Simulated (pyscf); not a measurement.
Thermochemistry of product channels of F–N(F)–F + silylene (SiH₂) [singlet] on the singlet surface, in eV, from CCSD(T)/def2-TZVPP + ΔMP2(QZVPP) energies (ideal gas, 1 atm, RRHO with modes under 100 cm⁻¹ raised to 100, one conformer, R ln 2 for rigid chiral ones). Optimised with ωB97X-D3(BJ)/def2-SVP in PySCF. MP2 and CC: frozen core, UHF for open shells. ΔMP2 is the change of the MP2 total energy from the triple- to the quadruple-zeta basis.

| products | ΔE | ΔH(298 K) | ΔG(298 K) | ΔG(600 K) |
|---|---|---|---|---|
| hydrogen fluoride (HF) + F–N(F)–SiH: [singlet] | -2.87 | -2.76 | -2.75 | -2.75 |
| F–SiH₂–N(F)–F | ? | -5.81 | -5.37 | ? |

Problem. Some entries are withheld; supply them.

Solution. 
- F–SiH₂–N(F)–F, ΔE: -5.96
- F–SiH₂–N(F)–F, ΔG(600 K): -4.94

These are energies of the channels, which say nothing of barriers. F–N(F)–SiH: [singlet] lies 7.60 eV over its isomer HN=Si(F)–F, and others may lie lower still (electronic energy, ωB97M-D3(BJ)). F–SiH₂–N(F)–F lies 8.99 eV over its isomer H₂N–Si(F)(F)–F, and others may lie lower still (electronic energy, ωB97M-D3(BJ)). The CCSD(T) − MP2 part came from Ansatz, without density fitting, on the same reference.
